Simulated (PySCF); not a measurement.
**BH2Cl (SMILES BCl) at r2SCAN/STO-3G**

Aim: the energy change on altering one bond length of BH2Cl at r2SCAN/STO-3G, from 2 runs. Input form: a Python script.

Program for the calculation: PySCF 2.14.0.

10 further runs of the same task are left out: 10 set aside as unsound or not needed.

## 1. The structure to begin with

BH2Cl: 4 atoms, total charge 0, spin state singlet. As SMILES, `BCl`. The coordinates come from a PBE0-D4/def2-TZVP relaxation.

Bond lengths: B1–Cl2 1.733 Å, B1–H3 1.190 Å, B1–H4 1.190 Å. Angles: Cl2–B1–H3 118.1°, Cl2–B1–H4 118.1°, H3–B1–H4 123.7°.

## 2. The energy at r2SCAN/STO-3G

input.py reads:

```python
# BCl
from pyscf import gto, dft

molecule = gto.M(
    atom='''
B       -0.116700       0.021700      -0.075300
Cl       1.365000      -0.395300       0.721200
H       -1.106200      -0.559500       0.240400
H       -0.086600       0.872800      -0.906600
''',
    basis='sto-3g',
    max_memory=1860,
    verbose=3,
    charge=0,
)

mf = dft.RKS(molecule)
mf.xc = 'r2scan'
mf.grids.level = 5
mf.conv_tol = 1e-10
mf.kernel()
if not mf.converged:
    mf = mf.newton().run(mf.mo_coeff, mf.mo_occ)

e_tot = mf.e_tot
print('E(%s) = %.9f' % ('R2SCAN', e_tot))
```

The run is started by

```
$ OMP_NUM_THREADS=1 python input.py
```

Log:

```text
converged SCF energy = -480.910184874016
E(R2SCAN) = -480.910184874
```

Wall time 2.4 s (1 thread of Arm Neoverse V1, shared host); peak memory 0.19 GiB.

## 3. The distorted shape at the same level

calc.py reads:

```python
from pyscf import gto, dft

mol = gto.M(
    atom='B -0.857556 0.230202 -0.473553; Cl 1.365000 -0.395300 0.721200; H -1.847056 -0.350998 -0.157853; H -0.827456 1.081302 -1.304853',
    verbose=3,
    max_memory=1860,
    basis='sto-3g',
)

mf = dft.RKS(mol)
mf.xc = 'r2scan'
mf.grids.level = 5
mf.conv_tol = 1e-10
mf.kernel()
if not mf.converged:
    mf = mf.newton().run(mf.mo_coeff, mf.mo_occ)

energy = mf.e_tot
print(f'total energy: {energy:.8f} hartree')
```

The run is started by

```
$ OMP_NUM_THREADS=1 python calc.py
```

Log:

```text
converged SCF energy = -480.779548725052
total energy: -480.77954873 hartree
```

It took 3.3 s on 1 thread of Arm Neoverse V1, shared host; peak memory 0.19 GiB.

## 4. Summary of results

Level: r2SCAN/STO-3G.

| quantity | value |
| --- | --- |
| first shape: total energy | -480.91018 Eh |
| first shape: dipole moment | 0.90 D |
| first shape: HOMO energy | -6.03 eV |
| first shape: LUMO energy | -0.17 eV |
| first shape: HOMO–LUMO gap | 5.86 eV |
| distorted shape: total energy | -480.77955 Eh |
| distorted shape: dipole moment | 3.68 D |
| distorted shape: HOMO energy | -4.38 eV |
| distorted shape: LUMO energy | -1.69 eV |
| distorted shape: HOMO–LUMO gap | 2.70 eV |
| energy change with the B1–Cl2 bond stretched from 1.733 to 2.600 Å | 3.555 eV |

What this shows: With the B1–Cl2 bond stretched from 1.733 to 2.600 Å the energy rises by 3.55 eV (343 kJ/mol). The first shape isn't relaxed at this level, so the change isn't measured from a minimum. The minimal basis adds a large error of its own.
